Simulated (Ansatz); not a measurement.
What does this script print? It uses Ansatz 0.2.0, Python API.

The script reads `fh4si2.xyz`:
```text
7

F    -0.38650   -2.04610    1.29750
Si   -0.31960   -1.35680   -0.17880
Si    0.41640    0.81400   -0.09280
H    -1.57230   -1.41890   -0.84490
H     0.57520    1.36330   -1.47130
H    -0.47570    1.70350    0.69070
H     1.82380    0.87290    0.55390
```

`fh4si2_composite.py`
```python
import itertools

import ansatz as az
from ase.data import atomic_numbers, covalent_radii
import numpy as np

fh4si2 = az.Crystal.molecule_from_extxyz("fh4si2.xyz")

calculation = fh4si2.calculation().basis(gaussian="def2-SVP").functional("b3lyp").spin("collinear", total=1)
symbols = [site.symbol for site in fh4si2.cartesian_sites]
start = np.array([site.position_ang for site in fh4si2.cartesian_sites], dtype=float)
summary = calculation.relax(force_tolerance=0.01).run().report
end = np.array(summary["positions_ang"])
radius = [covalent_radii[atomic_numbers[s]] for s in symbols]
span = lambda where, i, j: np.linalg.norm(where[i] - where[j])
bonded = [(i, j) for i, j in itertools.combinations(range(len(symbols)), 2) if min(span(start, i, j), span(end, i, j)) < 1.2 * (radius[i] + radius[j])]
print("pair        before    after (A)")
for i, j in bonded:
    print(f"{symbols[i]}{i}-{symbols[j]}{j}".ljust(10), f"{span(start, i, j):8.4f} {span(end, i, j):8.4f}")

minimum = az.Crystal.molecule()
for symbol, place in zip(symbols, end):
    minimum = minimum.atom(symbol, place.tolist())
at_minimum = minimum.calculation().spin("collinear", total=1)
level = lambda method, basis: at_minimum.basis(gaussian=basis).correlation(method).run().report
small, large, cluster = level("mp2", "cc-pVDZ"), level("mp2", "cc-pVTZ"), level("ccsd_t", "cc-pVDZ")
corr = lambda each: (each["free_energy_ev"] - each["reference_energy_ev"]) / 27.211386246
mp2_limit = (27 * corr(large) - 8 * corr(small)) / 19
pieces = {"HF / cc-pVTZ": large["reference_energy_ev"] / 27.211386246, "MP2 correlation, DZ-TZ limit": mp2_limit, "CCSD(T) - MP2 / cc-pVDZ": corr(cluster) - corr(small)}
for name, value in pieces.items():
    print(f"{name:32s} {value:14.6f} Ha")
print(f"{'sum':32s} {sum(pieces.values()):14.6f} Ha")
print("T1 diagnostic", round(cluster["correlation"]["coupled_cluster"]["t1_diagnostic"], 4))
```

```console
$ python fh4si2_composite.py
pair        before    after (A)
F0-Si1       1.6307   1.6406
Si1-Si2      2.2938   2.3616
Si1-H3       1.4201   1.5011
Si2-H4       1.4924   1.4933
Si2-H5       1.4836   1.4949
Si2-H6       1.5500   1.4909
HF / cc-pVTZ                        -679.711372 Ha
MP2 correlation, DZ-TZ limit          -0.525647 Ha
CCSD(T) - MP2 / cc-pVDZ               -0.050335 Ha
sum                                 -680.287354 Ha
T1 diagnostic 0.0154
```

Total energies depend on the basis set; only differences at equal settings carry meaning. The sum leaves out core correlation, relativity, the Hartree-Fock basis error and zero-point energy; a DZ-TZ extrapolation is rough. The species is open-shell (spin multiplicity 2). b3lyp holds the VWN-RPA fit, as in Gaussian; the form of ORCA and Turbomole is b3lyp5. Inner cores stay frozen, so this is valence correlation. For Al to Cl the sets with a tight d function, cc-pV(X+d)Z, are usual. Run time: 27 s on 1 thread of Arm Neoverse V2, on a shared host, peak memory 0.38 GiB.

(Lines on the test bed's own set-up are left out of the output.)
